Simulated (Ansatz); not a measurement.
# CH4N (SMILES C[NH]): from total energies to a heat of formation

The species is CH4N (6 atoms), meant as a doublet with charge 0. As SMILES, `C[NH]`. The shape is that of a PBE0-D4/def2-TZVP optimisation.

Total energies at UBCCD(T)/def2-TZVP, 2 core orbitals frozen (Ansatz 0.2.0); the atoms run unrestricted:

| species | state | energy (Eh) |
| --- | --- | --- |
| CH4N | doublet | -95.019134 |
| C | triplet | -37.781027 |
| N | quartet | -54.515940 |
| H | doublet | -0.499810 |

Harmonic wavenumbers at UPBE0-D4/def2-TZVP, in cm⁻¹: 254, 946, 1008, 1076, 1332, 1386, 1470, 1479, 2971, 3015, 3114, 3420.

Measured heats of formation of the gaseous atoms at 298.15 K, in kJ/mol: C 716.9, N 472.4, H 218.0. Take 1 Eh = 2625.50 kJ/mol, 1 cm⁻¹ = 0.0119627 kJ/mol, RT = 2.479 kJ/mol.

Task: What heat of formation follows?

Result: 
1. Electronic atomisation energy: (-37.781027) + (-54.515940) + 4 × (-0.499810) − (-95.019134) = 0.722927 Eh = 1898.0 kJ/mol.
2. Zero-point energy: half the sum of the wavenumbers, 10735.5 cm⁻¹ = 128.4 kJ/mol.
3. Thermal vibrational enthalpy, Σ hcν̃/(exp(hcν̃/kT) − 1): 1.6 kJ/mol. Translation, rotation and pV of a non-linear molecule: 4 RT = 9.9 kJ/mol.
4. The 6 free atoms carry 5/2 RT each: 37.2 kJ/mol.
5. Atomisation enthalpy at 298 K: 1898.0 − 128.4 − 1.6 − 9.9 + 37.2 = 1795.3 kJ/mol.
6. Sum of the atoms' heats of formation: 2061.3 kJ/mol. Heat of formation: 2061.3 − 1795.3 = +266.0 kJ/mol.

No measured value is set beside it here. Anharmonicity and any spin-orbit splitting of the molecule are left out, and so is core correlation.
